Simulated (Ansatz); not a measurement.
A nudged elastic band was laid between two geometries of AlCl$_{2}$H (4 atoms, charge 0, multiplicity 1).

Theory: RKS PBE0-D4/def2-SVP (Ansatz).

```yaml
movable_images: 7
climbing_image: yes
spring: 5.0 eV/Å²
optimiser: quadratic models (default)
start_path: through a guess of the saddle point
force_threshold: 0.03 eV/Å
iteration_limit: 60
end_points: relaxed
```

First end point:

```xyz
4
Properties=species:S:1:pos:R:3
Al 0.457 0.000 0.106
Cl 0.728 0.000 2.181
H 1.684 0.000 -0.871
Cl -1.502 0.000 -0.627
```

Last end point:

```xyz
4
Properties=species:S:1:pos:R:3
Al -0.315 0.000 -1.308
Cl 1.344 0.000 1.436
H 2.477 0.000 0.824
Cl -2.140 0.000 -0.163
```

Problem. What changes between the two ends?

Solution. Bonds broken: Al1–Cl2, Al1–H3. Bonds formed: Cl2–H3. AlCl2H becomes AlCl + ClH.

Problem. Give the energies along the band, and the barrier.

Solution. It converged. The highest image is number 4 of 0 to 8, 285.5 kJ/mol above the first end and 74.7 kJ/mol above the last; the last end lies 210.8 kJ/mol above the first. Neighbouring images differ by up to 1.2 eV, so the band resolves the path poorly. A vibrational analysis at the climbing image gives one clearly imaginary mode, 1025i cm⁻¹: a first-order saddle point. The orbitals stay closed-shell, which can raise the energy where a bond breaks towards radicals; this wasn't checked here.

| image | path coordinate (Å) | energy (kJ/mol) | Al1–Cl2 (Å) | Al1–H3 (Å) | Cl2–H3 (Å) |
| --- | --- | --- | --- | --- | --- |
| 0 | 0.00 | 0.0 | 2.09 | 1.57 | 3.20 |
| 1 | 0.39 | 23.3 | 2.08 | 1.56 | 2.82 |
| 2 | 0.77 | 98.0 | 2.12 | 1.55 | 2.41 |
| 3 | 1.16 | 217.2 | 2.26 | 1.58 | 2.01 |
| 4 | 1.55 | 285.5 | 2.48 | 1.71 | 1.64 |
| 5 | 1.94 | 242.7 | 2.78 | 2.06 | 1.35 |
| 6 | 2.33 | 218.9 | 3.15 | 2.57 | 1.30 |
| 7 | 2.73 | 212.9 | 3.23 | 3.06 | 1.29 |
| 8 | 3.12 | 210.8 | 3.21 | 3.51 | 1.29 |

Problem. What is the geometry of the highest image?

Solution. 
```xyz
4
Properties=species:S:1:pos:R:3
Al 0.287 0.000 -0.604
Cl 1.120 0.000 1.730
H 1.782 0.000 0.231
Cl -1.822 0.000 -0.568
```

The band took 11 iterations and about 100 core-seconds.

The run took 98 s on 1 thread of Arm Neoverse V2 (shared host), peak memory 0.12 GiB.
